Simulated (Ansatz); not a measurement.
**SiHMe2F (C2H7FSi): one molecule under many settings**

How do the results and run time of SiHMe2F (C2H7FSi) respond when the settings are drawn wide?

Method: the settings change from run to run; program: Ansatz 0.2.0, Gaussian basis.

## Step 1: The molecule

The structure was relaxed beforehand with PBE-D4/def2-SVP.

11 atoms, charge 0, spin multiplicity 1.

Atoms are counted from 1 here; the program's logs count them from 0.

Bond lengths: Si1–H2 1.506 Å, Si1–C3 1.876 Å, Si1–C7 1.876 Å, Si1–F11 1.650 Å, C3–H4 1.109 Å, C3–H5 1.110 Å, C3–H6 1.110 Å, C7–H8 1.109 Å, C7–H9 1.110 Å, C7–H10 1.110 Å. Angles: H2–Si1–C3 110.8°, H2–Si1–C7 110.8°, H2–Si1–F11 106.7°, C3–Si1–C7 112.2°, C3–Si1–F11 108.1°, C7–Si1–F11 108.1°, Si1–C3–H4 111.2°, Si1–C3–H5 110.7°, Si1–C3–H6 110.8°, H4–C3–H5 107.9°, H4–C3–H6 108.1°, H5–C3–H6 108.0°, Si1–C7–H8 111.3°, Si1–C7–H9 110.7°, Si1–C7–H10 110.7°, H8–C7–H9 108.1°, H8–C7–H10 107.9°, H9–C7–H10 108.0°.

## Step 2: PBE0-DH/def2-mTZVP

Set apart from the defaults: charge +1, multiplicity 2, density fitting with cc-pVTZ-jkfit, the search for lower states set to off.

Contents of in.yaml:

```yaml
crystal:
  periodic: [false, false, false]
  atoms:
    - {symbol: Si, position_ang: [-0.284350, -0.482934, 0.439695]}
    - {symbol: H, position_ang: [-0.319539, -0.549242, 1.944165]}
    - {symbol: C, position_ang: [1.482145, -0.550267, -0.187602]}
    - {symbol: H, position_ang: [1.984158, -1.487242, 0.128593]}
    - {symbol: H, position_ang: [2.071805, 0.302962, 0.208006]}
    - {symbol: H, position_ang: [1.509696, -0.501830, -1.295737]}
    - {symbol: C, position_ang: [-1.199355, 1.031716, -0.182332]}
    - {symbol: H, position_ang: [-2.252483, 1.036715, 0.164846]}
    - {symbol: H, position_ang: [-1.202115, 1.060768, -1.291533]}
    - {symbol: H, position_ang: [-0.714600, 1.960841, 0.183653]}
    - {symbol: F, position_ang: [-1.075382, -1.821499, -0.111731]}
basis:
  gaussian: {orbitals: def2-mTZVP, fitting: {mean_field: cc-pVTZ-jkfit}}
total_charge: 1
magnetization: {spin_polarized: true, initial_magnetization: 1}
hamiltonian: {xc: {name: PBE0-DH}}
scf: {lower_state_search: off}
output: {forces: true}
```

Command:

```bash
$ ansatz run in.yaml --threads 4 --pin off --events-out ev --progress --plain --max-ram 3916MiB
```

Standard output, cut to the lines that bear on the results:

```text
Functional definition: PBE0-DH
  name "PBE0-DH"
  cite "Brémond & Adamo, J. Chem. Phys. 135, 024106 (2011) doi:10.1063/1.3604569"
  cite "Perdew, Burke & Ernzerhof, Phys. Rev. Lett. 77, 3865 (1996) doi:10.1103/PhysRevLett.77.3865"
[...]
568 factors; integrals over basis functions are off by at most 1.5e-1 eV
[...]
mean field -12763.49750524 eV, -469.0498819081 hartree, gradient 2.0e-6 eV, S^2 0.764864; 0 other end points of the search recorded, 0 dependent functions left out
8 core orbitals not correlated: weight in the atoms' cores, before any rotation towards them, 1.000 or more for the frozen orbitals, at most 0.000 for the correlated occupied ones
reference -12763.49752476 eV, -469.0498826258 hartree; 13, 12 occupied and 79, 80 virtual orbitals, 568 factors
second order -18.55079947 eV of doubles, -0.00000000 eV of singles
[...]
Total energy: -12765.81637470 eV, -469.1350987891 hartree
Atom 0 at    -0.284350    -0.482934     0.439695 Å, force    -2.184248    -3.720860     2.314736 eV/Å
Atom 1 at    -0.319539    -0.549242     1.944165 Å, force     0.052172     0.093840    -0.754330 eV/Å
Atom 2 at     1.482145    -0.550267    -0.187602 Å, force     2.733857     0.895006    -2.030759 eV/Å
Atom 3 at     1.984158    -1.487242     0.128593 Å, force    -1.103864     0.032043     0.335322 eV/Å
Atom 4 at     2.071805     0.302962     0.208006 Å, force    -0.794299    -0.257942    -0.010117 eV/Å
Atom 5 at     1.509696    -0.501830    -1.295737 Å, force    -0.252696    -0.005831     0.662824 eV/Å
Atom 6 at    -1.199355     1.031716    -0.182332 Å, force    -0.538999     2.829376    -2.039382 eV/Å
Atom 7 at    -2.252483     1.036715     0.164846 Å, force     0.559071    -0.955102     0.343236 eV/Å
Atom 8 at    -1.202115     1.060768    -1.291533 Å, force     0.143144    -0.222802     0.659649 eV/Å
Atom 9 at    -0.714600     1.960841     0.183653 Å, force     0.130706    -0.816041    -0.006005 eV/Å
Atom 10 at    -1.075382    -1.821499    -0.111731 Å, force     1.255157     2.128312     0.524826 eV/Å
Dipole moment:     0.458581     0.777321    -0.036420 e Å
Checks for a lower state left out: starts, cluster_reference, orbital_swaps, neighbouring_geometries, increment
```

Wall time 6.5 s (4 threads of Arm Neoverse V1, shared host).

Largest force 4.896 eV/Å, ⟨S²⟩ 0.765.

## Step 3: wB97X-V/aug-cc-pVDZ

This run has a grid of angular degree 47, the search for lower states set to off.

Edit in.yaml of step 2 so:

```diff
@@ -15,7 +15,4 @@
 basis:
-  gaussian: {orbitals: def2-mTZVP, fitting: {mean_field: cc-pVTZ-jkfit}}
-total_charge: 1
-magnetization: {spin_polarized: true, initial_magnetization: 1}
-hamiltonian: {xc: {name: PBE0-DH}}
+  gaussian: {orbitals: aug-cc-pVDZ, final_grid: {core_spheres: 20, valence_spheres: 16, degree: 47}}
+hamiltonian: {xc: {name: wB97X-V}}
 scf: {lower_state_search: off}
-output: {forces: true}
```

The command is unchanged.

Standard output, cut to the lines that bear on the results:

```text
Functional definition: wB97X-V
  name "wB97X-V"
  cite "Mardirossian & Head-Gordon, Phys. Chem. Chem. Phys. 16, 9904 (2014) doi:10.1039/C3CP54374A"
  cite "Becke, J. Chem. Phys. 107, 8554 (1997) doi:10.1063/1.475007"
  cite "Vydrov & Van Voorhis, J. Chem. Phys. 133, 244103 (2010) doi:10.1063/1.3521275"
[...]
      + integral(e_c_pw_opposite_spin*poly(b97_u_opposite, cos0, cos1)) + vv10(b, c)
[...]
1442 factors; their error is unknown
666 factors; integrals over basis functions are off by at most 3.9e-6 eV
[...]
mean field -12782.70991519 eV, -469.7559249513 hartree, gradient 5.7e-7 eV, S^2 0.000000; 0 other end points of the search recorded, 0 dependent functions left out
reference -12782.70991158 eV, -469.7559248187 hartree; 21, 21 occupied and 138, 138 virtual orbitals, 1442 factors
Total energy: -12782.70991158 eV, -469.7559248187 hartree
Checks for a lower state left out: stability, starts, cluster_reference, orbital_swaps, neighbouring_geometries, increment
```

Wall time 3.3 s (4 threads of Arm Neoverse V1, shared host).

## Step 4: BHLYP/def2-mTZVPP

Set apart from the defaults: charge +1, multiplicity 2, atoms shaken by 0.08 Å, D3(BJ) with three-body dispersion.

Contents of in.yaml:

```yaml
crystal:
  periodic: [false, false, false]
  atoms:
    - {symbol: Si, position_ang: [-0.184433, -0.675288, 0.494180]}
    - {symbol: H, position_ang: [-0.358063, -0.461816, 1.979282]}
    - {symbol: C, position_ang: [1.444415, -0.591176, -0.186799]}
    - {symbol: H, position_ang: [1.980320, -1.479926, 0.199049]}
    - {symbol: H, position_ang: [2.161883, 0.327516, 0.309976]}
    - {symbol: H, position_ang: [1.443789, -0.445536, -1.397038]}
    - {symbol: C, position_ang: [-1.173256, 1.026509, -0.217902]}
    - {symbol: H, position_ang: [-2.208130, 0.994842, 0.067493]}
    - {symbol: H, position_ang: [-1.310275, 1.006081, -1.335858]}
    - {symbol: H, position_ang: [-0.812997, 1.986772, 0.313544]}
    - {symbol: F, position_ang: [-1.216941, -1.865934, -0.129263]}
basis:
  gaussian: {orbitals: def2-mTZVPP}
total_charge: 1
magnetization: {spin_polarized: true, initial_magnetization: 1}
hamiltonian: {xc: {name: BHLYP}, dispersion: d3bjatm}
output: {forces: true}
```

Same command.

Standard output, cut to the lines that bear on the results:

```text
Functional definition: BHLYP
  name "BHLYP"
  cite "Becke, J. Chem. Phys. 98, 1372 (1993) doi:10.1063/1.464304"
  cite "Becke, Phys. Rev. A 38, 3098 (1988) doi:10.1103/PhysRevA.38.3098"
  cite "Lee, Yang & Parr, Phys. Rev. B 37, 785 (1988) doi:10.1103/PhysRevB.37.785"
[...]
1150 factors; integrals over basis functions are off by at most 1.3e-3 eV
[...]
mean field -12772.86897019 eV, -469.3942768929 hartree, gradient 1.9e-5 eV, S^2 0.754801; 0 other end points of the search recorded, 0 dependent functions left out
[...]
reference -12772.86912929 eV, -469.3942827399 hartree; 21, 20 occupied and 103, 104 virtual orbitals, 1150 factors
Total energy: -12773.13386183 eV, -469.4040114813 hartree
Atom 0 at    -0.184433    -0.675288     0.494180 Å, force    -2.709134    -2.704948     0.258007 eV/Å
Atom 1 at    -0.358063    -0.461816     1.979282 Å, force    -0.250771    -0.128160    -0.878092 eV/Å
Atom 2 at     1.444415    -0.591176    -0.186799 Å, force     3.359688     2.955331    -1.828930 eV/Å
Atom 3 at     1.980320    -1.479926     0.199049 Å, force    -0.274978     0.035432    -0.769191 eV/Å
Atom 4 at     2.161883     0.327516     0.309976 Å, force    -2.536996    -2.446209    -1.500935 eV/Å
Atom 5 at     1.443789    -0.445536    -1.397038 Å, force     0.310240    -0.771451     3.317404 eV/Å
Atom 6 at    -1.173256     1.026509    -0.217902 Å, force    -2.085295     3.753953    -0.994484 eV/Å
Atom 7 at    -2.208130     0.994842     0.067493 Å, force    -0.378420    -1.083568     0.957462 eV/Å
Atom 8 at    -1.310275     1.006081    -1.335858 Å, force     1.585846    -0.432645     1.028119 eV/Å
Atom 9 at    -0.812997     1.986772     0.313544 Å, force     0.591564    -2.083593    -0.996462 eV/Å
Atom 10 at    -1.216941    -1.865934    -0.129263 Å, force     2.388257     2.905858     1.407102 eV/Å
Dipole moment:     0.245733     0.843023     0.133340 e Å
```

It took 3.2 s on 4 threads of Arm Neoverse V1, shared host.

Largest force 4.834 eV/Å, ⟨S²⟩ 0.755.

## Step 5: LC-wPBE/STO-3G

Set apart from the defaults: unrestricted orbitals.

Contents of in.yaml:

```yaml
crystal:
  periodic: [false, false, false]
  atoms:
    - {symbol: Si, position_ang: [-0.284350, -0.482934, 0.439695]}
    - {symbol: H, position_ang: [-0.319539, -0.549242, 1.944165]}
    - {symbol: C, position_ang: [1.482145, -0.550267, -0.187602]}
    - {symbol: H, position_ang: [1.984158, -1.487242, 0.128593]}
    - {symbol: H, position_ang: [2.071805, 0.302962, 0.208006]}
    - {symbol: H, position_ang: [1.509696, -0.501830, -1.295737]}
    - {symbol: C, position_ang: [-1.199355, 1.031716, -0.182332]}
    - {symbol: H, position_ang: [-2.252483, 1.036715, 0.164846]}
    - {symbol: H, position_ang: [-1.202115, 1.060768, -1.291533]}
    - {symbol: H, position_ang: [-0.714600, 1.960841, 0.183653]}
    - {symbol: F, position_ang: [-1.075382, -1.821499, -0.111731]}
basis:
  gaussian: {orbitals: STO-3G}
magnetization: {spin_polarized: true, initial_magnetization: 0}
hamiltonian: {xc: {name: LC-wPBE}}
scf: {omitted_lower_state_checks: [starts]}
output: {forces: true}
```

Launched as before.

Standard output, cut to the lines that bear on the results:

```text
Functional definition: LC-wPBE
  name "LC-wPBE"
  cite "Vydrov & Scuseria, J. Chem. Phys. 125, 234109 (2006) doi:10.1063/1.2409292"
  cite "Heyd & Scuseria, J. Chem. Phys. 120, 7274 (2004) doi:10.1063/1.1668634"
  cite "Ernzerhof & Perdew, J. Chem. Phys. 109, 3313 (1998) doi:10.1063/1.476928"
  cite "Perdew, Burke & Ernzerhof, Phys. Rev. Lett. 77, 3865 (1996) doi:10.1103/PhysRevLett.77.3865"
  parent pbe
[...]
404 factors; integrals over basis functions are off by at most 2.3e-5 eV
192 factors; integrals over basis functions are off by at most 2.8e-6 eV
[...]
mean field -12621.91480585 eV, -463.8468136738 hartree, gradient 1.2e-5 eV, S^2 0.000000; 0 other end points of the search recorded, 0 dependent functions left out
[...]
reference -12621.91480585 eV, -463.8468136740 hartree; 21, 21 occupied and 10, 10 virtual orbitals, 404 factors
[...]
Atom 2 at     1.482145    -0.550267    -0.187602 Å, force     0.309707     0.186765    -0.048278 eV/Å
Atom 3 at     1.984158    -1.487242     0.128593 Å, force    -0.297123     0.582133    -0.206512 eV/Å
Atom 4 at     2.071805     0.302962     0.208006 Å, force    -0.328877    -0.562286    -0.290052 eV/Å
Atom 5 at     1.509696    -0.501830    -1.295737 Å, force     0.041165    -0.033834     0.701477 eV/Å
Atom 6 at    -1.199355     1.031716    -0.182332 Å, force     0.023498     0.362261    -0.058628 eV/Å
Atom 7 at    -2.252483     1.036715     0.164846 Å, force     0.644784     0.006671    -0.223858 eV/Å
Atom 8 at    -1.202115     1.060768    -1.291533 Å, force    -0.030762     0.034764     0.702470 eV/Å
Atom 9 at    -0.714600     1.960841     0.183653 Å, force    -0.350438    -0.559913    -0.267620 eV/Å
Atom 10 at    -1.075382    -1.821499    -0.111731 Å, force     0.133360     0.225815     0.078053 eV/Å
Dipole moment:     0.098839     0.167356     0.028315 e Å
Checks for a lower state left out: starts
```

It took 0.9 s on 4 threads of Arm Neoverse V1, shared host.

Largest force 1.453 eV/Å, dipole 0.94 D, ⟨S²⟩ 0.000.

## Step 6: The runs in one table

```tsv
level	charge	multiplicity	geometry	functions	energy (eV)	time
PBE0-DH/def2-mTZVP	1	2	relaxed	100	-12765.816	6.5 s
wB97X-V/aug-cc-pVDZ	0	1	relaxed	159	-12782.710	3.3 s
BHLYP/def2-mTZVPP	1	2	shaken	124	-12773.134	3.2 s
LC-wPBE/STO-3G	0	1	relaxed	31	-12621.915	0.9 s
```

## Step 7: Summary of results

| quantity | value |
| --- | --- |
| runs | 4 |
| quickest | LC-wPBE/STO-3G, 0.9 s |
| slowest | PBE0-DH/def2-mTZVP, 6.5 s |
| spread of total energies, same state and geometry | 160.8 eV |

In words: PBE0-DH/def2-mTZVP took 7 times as long as LC-wPBE/STO-3G. The jobs differ in tasks and options as well as level. The totals spread over 161 eV; they can't be compared across methods or bases. At the PBE-D4/def2-SVP geometry and in the same state, runs without warnings or point charges leave forces up to 1.45 eV/Å (LC-wPBE/STO-3G).
